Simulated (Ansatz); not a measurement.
For body-centred tetragonal In, PBEsol+SOC (Ansatz, an electronic-structure program, PAW) gives:

* **lattice constant a**: 3.220 Å
* **lattice parameter c**: 4.919 Å

Question: What does Hartree–Fock in Ansatz (PAW) give for the same quantities?

Answer: 
- lattice constant a: 3.397 Å (grows by 5.5 %)
- lattice parameter c: 5.259 Å (increases by 6.9 %)

For comparison: lattice constant a 3.252 Å (measured, 293 K, no zero-point or thermal correction; as tabulated in Wikipedia's data pages); lattice parameter c 4.947 Å (measured, 293 K, no zero-point or thermal correction; as tabulated in Wikipedia's data pages).

Changes are worked out from the printed values.

Unless a cell is named, each level is at its own relaxed cell (PBEsol+SOC 25.51, Hartree–Fock 30.34 Å³/atom).

Ansatz's density-functional and Hartree–Fock values are scalar-relativistic unless marked +SOC, with PAW data made under PBE.
